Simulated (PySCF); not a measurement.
## State search for PN

Unrestricted PBE0; basis P aug-pcseg-1, N aug-pcseg-1; no relativity; PySCF 2.14. Outer shells of the fragments: P 3s2 3p3; N 2s2 2p3.

Followed along the bond (rough minima from three points):

```json
{"2Ms+1": "1", "unpaired": "none", "⟨S²⟩ at the start": "0.26", "R at minimum (Å)": "1.49", "Te (eV)": "0.00"}
{"2Ms+1": "3", "unpaired": "π ↑↑", "⟨S²⟩ at the start": "2.04", "R at minimum (Å)": "1.65", "Te (eV)": "3.16"}
{"2Ms+1": "5", "unpaired": "π ↑↑↑↑", "⟨S²⟩ at the start": "6.02", "R at minimum (Å)": "none in the scan", "Te (eV)": "≤ 4.69"}
```

Solutions found at the starting distance of 1.720 Å, counted from the lowest of them; the search is not exhaustive and high or unbound solutions are not listed, so other states can lie among these:

```csv
2Ms+1,unpaired,term,E (eV),⟨S²⟩,⟨Lz²⟩,μ (D)
1,none,¹Σ⁺,0.00,0.26,0.00,-2.59
3,π ↑↑,mixed,2.02,2.04,2.01,-1.80
3,π ↑↑,mixed,2.77,2.01,2.00,-1.88
1,π ↑↓,mixed,2.98,1.01,2.03,-1.94
3,"σ ↑, π ↑",³Π,3.11,2.13,1.03,-1.59
1,"σ ↓, π ↑",mixed,3.46,1.14,1.02,-1.77
5,π ↑↑↑↑,⁵Σ⁺,3.84,6.02,0.00,-0.45
5,"σ ↑, π ↑↑↑",⁵Π,4.72,6.01,1.00,-0.74
1,π ↑↑↓↓,mixed,4.85,2.02,4.03,-0.42
3,"σ ↑, π ↑↑↓",mixed,5.52,3.01,3.03,-0.73
3,"σ ↑, π ↑",³Π,6.58,2.02,1.01,-0.95
1,"σ ↓, π ↑",mixed,6.83,1.13,1.01,-0.82
3,σ ↑↑,³Σ⁺,6.98,2.18,0.00,-0.26
5,"σ ↑, π ↑↑↑",⁵Π,8.34,6.01,1.01,-0.21
```

A term symbol is given only where ⟨S²⟩ and ⟨Lz²⟩ are close to those of a pure state; real π, δ and φ orbitals otherwise mix terms. A positive dipole means P(−)N(+).

Compare the gap between the two lowest followed solutions at the starting distance with the gap between their minima.

At PBE0 the second solution (triplet, unpaired electrons π ↑↑) lies +2.02 eV from the first (singlet, closed shell) at 1.720 Å and +3.16 eV at the minima; the two curves relax by different amounts, since their minima lie near 1.65 and 1.49 Å.

The measured ground state is X ¹Σ+ (Huber and Herzberg, Constants of Diatomic Molecules (1979)).

Counting both spins, an empty level lies below a filled one in some of these solutions, because spin and occupation are held.
